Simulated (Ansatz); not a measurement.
Ansatz (a quantum-chemistry and plane-wave program) input (B3LYP-D3(BJ)/def2-TZVP):

Ansatz 0.2 input:
```yaml
crystal:
  periodic: [false, false, false]
  atoms:
    - {symbol: O, position_ang: [-0.00000000, -0.00000000, -0.67368277]}
    - {symbol: O, position_ang: [0.00000000, 0.00000000, 0.67368277]}
basis:
  gaussian:
    orbitals: def2-TZVP
hamiltonian:
  xc: b3lyp
  dispersion: d3bj
total_charge: -1
magnetization: {spin_polarized: true, initial_magnetization: 1}
phonons: {temperatures: {t_min: 298.15, t_max: 298.15, t_step: 100}}
```

Output:

```
Functional definition: B3LYP
integrals: 0.01 GiB planned
302 factors; their error is unknown
mean field: 0.13 GiB planned
mean field evaluation 1: about -4090.5814 eV, gradient 2.4e1 eV
mean field evaluation 2: about -4090.3262 eV, gradient 2.6e1 eV
mean field evaluation 4: about -4092.5072 eV, gradient 3.8e-1 eV
mean field evaluation 8: about -4092.5145 eV, gradient 2.4e-3 eV
mean field evaluation 16: about -4092.5145 eV, gradient 4.3e-5 eV
mean field -4092.51447526 eV, -150.3971329598 hartree, gradient 4.3e-5 eV, S^2 0.755020; 0 other end points of the search recorded, 0 dependent functions left out
the calculation of the forces begins
reference -4092.51459848 eV, -150.3971374881 hartree; 9, 8 occupied and 53, 54 virtual orbitals, 302 factors
these checks for a lower state are left out or cut short: stability, starts, cluster_reference, orbital_swaps, neighbouring_geometries, increment
integrals: 0.01 GiB planned
302 factors; their error is unknown
mean field: 0.13 GiB planned
mean field -4092.51447526 eV, -150.3971329599 hartree, gradient 8.9e-7 eV, S^2 0.755021; 0 other end points of the search recorded, 0 dependent functions left out
the calculation of the forces begins
reference -4092.51459848 eV, -150.3971374882 hartree; 9, 8 occupied and 53, 54 virtual orbitals, 302 factors
these checks for a lower state are left out or cut short: stability, starts, cluster_reference, orbital_swaps, neighbouring_geometries, increment
integrals: 0.01 GiB planned
302 factors; their error is unknown
mean field: 0.13 GiB planned
mean field evaluation 32: about -4092.5145 eV, gradient 8.8e-7 eV
mean field -4092.51447526 eV, -150.3971329599 hartree, gradient 8.8e-7 eV, S^2 0.755021; 0 other end points of the search recorded, 0 dependent functions left out
the calculation of the forces begins
reference -4092.51459848 eV, -150.3971374882 hartree; 9, 8 occupied and 53, 54 virtual orbitals, 302 factors
these checks for a lower state are left out or cut short: stability, starts, cluster_reference, orbital_swaps, neighbouring_geometries, increment
integrals: 0.01 GiB planned
302 factors; their error is unknown
mean field: 0.13 GiB planned
mean field -4092.51447526 eV, -150.3971329599 hartree, gradient 5.5e-7 eV, S^2 0.755021; 0 other end points of the search recorded, 0 dependent functions left out
the calculation of the forces begins
reference -4092.51459848 eV, -150.3971374882 hartree; 9, 8 occupied and 53, 54 virtual orbitals, 302 factors
these checks for a lower state are left out or cut short: stability, starts, cluster_reference, orbital_swaps, neighbouring_geometries, increment
integrals: 0.01 GiB planned
302 factors; their error is unknown
mean field: 0.13 GiB planned
mean field -4092.51447526 eV, -150.3971329599 hartree, gradient 5.5e-7 eV, S^2 0.755021; 0 other end points of the search recorded, 0 dependent functions left out
the calculation of the forces begins
reference -4092.51459848 eV, -150.3971374882 hartree; 9, 8 occupied and 53, 54 virtual orbitals, 302 factors
these checks for a lower state are left out or cut short: stability, starts, cluster_reference, orbital_swaps, neighbouring_geometries, increment
integrals: 0.01 GiB planned
302 factors; their error is unknown
mean field: 0.13 GiB planned
mean field -4092.51434299 eV, -150.3971280992 hartree, gradient 5.5e-7 eV, S^2 0.755005; 0 other end points of the search recorded, 0 dependent functions left out
the calculation of the forces begins
reference -4092.51446615 eV, -150.3971326250 hartree; 9, 8 occupied and 53, 54 virtual orbitals, 302 factors
these checks for a lower state are left out or cut short: stability, starts, cluster_reference, orbital_swaps, neighbouring_geometries, increment
integrals: 0.01 GiB planned
302 factors; their error is unknown
mean field: 0.13 GiB planned
mean field evaluation 64: about -4092.5144 eV, gradient 6.4e-7 eV
mean field -4092.51435126 eV, -150.3971284030 hartree, gradient 6.4e-7 eV, S^2 0.755036; 0 other end points of the search recorded, 0 dependent functions left out
the calculation of the forces begins
reference -4092.51447455 eV, -150.3971329338 hartree; 9, 8 occupied and 53, 54 virtual orbitals, 302 factors
Total energy: -4092.52698928 eV, -150.3975928416 hartree
Atom 0 at    -0.000000    -0.000000    -0.673683 Å, force     0.000000    -0.000000    -0.001434 eV/Å
Atom 1 at     0.000000     0.000000     0.673683 Å, force    -0.000000     0.000000     0.001434 eV/Å
Dipole moment:     0.000000     0.000000    -0.000000 e Å
Vibrations: 1180.61 cm⁻¹, zero-point energy 0.073189 eV
```
